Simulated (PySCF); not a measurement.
## Computed data sheet: `CC[S+](C)(C)=O`

C₄H₁₁OS (charge +1).
Z-matrix (Å and degrees, GFN2-xTB geometry), rows numbered from 1:
```
C 
C   1  1.5144
S   2  1.8236  1  109.82
C   3  1.8017  2  108.23  1   170.91
C   3  1.8008  2  107.96  1   -74.37
O   3  1.4229  2  111.68  1    48.19
H   1  1.0875  2  109.63  3  -171.68
H   1  1.0876  2  110.15  3   -52.76
H   1  1.0865  2  111.70  3    68.58
H   2  1.0874  1  112.87  3  -118.92
H   2  1.0891  1  111.16  3   116.99
H   4  1.0838  3  109.45  2    54.65
H   4  1.0863  3  108.55  2   175.59
H   4  1.0863  3  108.43  2   -66.05
H   5  1.0840  3  109.28  2   -58.45
H   5  1.0861  3  108.50  2  -179.33
H   5  1.0860  3  108.54  2    62.41
```

GFN2-xTB geometry:

```
Point group of the GFN2-xTB geometry                  : C1
Rotational constants A, B, C of the GFN2-xTB geometry : 3.866, 2.198, 2.073 GHz
```

From PBE0/def2-SVPD ground state and vertical TDDFT (core frozen in the response) (PySCF):

```
HOMO energy                                                       : -13.91 eV
LUMO energy                                                       : -4.49 eV
HOMO–LUMO gap                                                     : 9.42 eV
Lowest singlet excitation                                         : 7.77 eV (160 nm, f = 0.004)
Strongest line among the 6 lowest singlet transitions             : S6 at 8.85 eV (140 nm, f = 0.095)
Lowest triplet excitation (Tamm–Dancoff)                          : 7.30 eV
Static isotropic polarisability                                   : 68.5 au
Electronic spatial extent ⟨r²⟩ about the centre of nuclear charge : 745 bohr²
```

From PBE0/pcSseg-1 ground state and GIAO shieldings, non-relativistic (PySCF):

```
Lowest Hirshfeld atomic charge                              : -0.24 e on O6
Highest Hirshfeld atomic charge                             : +0.59 e on S3
13C chemical shifts (computed TMS as zero) by class         : 60.2 (C2), 44.7 (C4/C5), 6.0 (C1) ppm
1H chemical shifts (computed TMS as zero) by class          : 3.46 (H10/H11), 3.45 (H12/H13/H14/H15/H16/H17), 2.02 (H7/H8/H9) ppm
Isotropic shieldings of nuclei other than C and H, by class : 233 (O6), 217 (S3) ppm
Mayer bond orders between heavy atoms                       : C1–C2 1.03, C2–S3 0.83, S3–C4 0.90, S3–C5 0.89, S3–O6 1.74
```

Monoisotopic mass of the ion (most abundant isotopes, electron mass counted): 107.0525 u.

In wavenumbers S1 is 62700 cm⁻¹ (1 eV = 8065.54 cm⁻¹). The largest Löwdin shares of the HOMO are 0.55 on O6, 0.13 on S3, 0.13 on C2 and 0.06 on C5. The vertical singlet–triplet gap S1 − T1 is 0.47 eV (TDDFT singlet less Tamm–Dancoff triplet; S1: HOMO→LUMO, weight 0.89; T1: HOMO→LUMO, weight 0.86). With B = h/(8π²I), that is 505.379 GHz u Å² over I, the principal moments of inertia are 130.7, 229.9 and 243.8 u Å² (most abundant isotopes); the inertial defect Ic − Ia − Ib is -116.8 u Å² (zero for a rigid planar frame, negative otherwise). The principal polarisabilities are 61.4, 66.8 and 77.2 au; their mean is the isotropic value. No computed singlet falls in the visible range (750 to 380 nm, 1.65 to 3.26 eV); S1 lies 4.51 eV above its blue end.

Geometry: GFN2-xTB, one conformer, isolated ion. NMR classes are plain means over equivalent atoms (diastereotopic ones count apart unless rotation or inversion swaps them), as if these changed places fast; in this geometry the members of some classes differ.

For the TDDFT job (PBE0/def2-SVPD), on an Arm Neoverse N1 with one thread, on a shared host, this took 57 s of wall time and 0.88 GiB of memory at its peak.
